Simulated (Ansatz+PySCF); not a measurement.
**singlet OH(-): levels of theory in one basis**

```yaml
atoms:
  - { symbol: O, position_ang: [0.0000, 0.0000, -0.1002] }
  - { symbol: H, position_ang: [0.0000, 0.0000, 0.8019] }
```

Basis set: def2-SVP (spherical functions). Frozen core: 1 orbital. Charge -1, multiplicity 1.

Computed with Ansatz (development build ahead of 0.2.0); each method stands on the lowest determinant of its kind that the runs found. NEVPT2 correlates all electrons. Active spaces start from the frontier orbitals, and the lowest solution found is given.

```
        method  E − E(RHF) (eV)  <S²> of the determinant
           RHF             0.00                     0.00
       RHF-MP2            -5.25                        –
      RHF-CCSD            -5.44                        –
   CASSCF(8,5)            -0.57                        –
SC-NEVPT2(8,5)            -4.89                        –
```

What does RHF-CCSD(T) give on the same scale?

-5.50 eV.

Is a single determinant a sound starting point here?

By this sign, yes. Unrestricted orbitals gain 0.00 eV and <S²> is 0.00 against 0.00 for a pure state. The CASSCF(8,5) natural occupations are 2.00, 2.00, 2.00, 1.98, 0.02.

Caution: no diffuse functions for an anion.
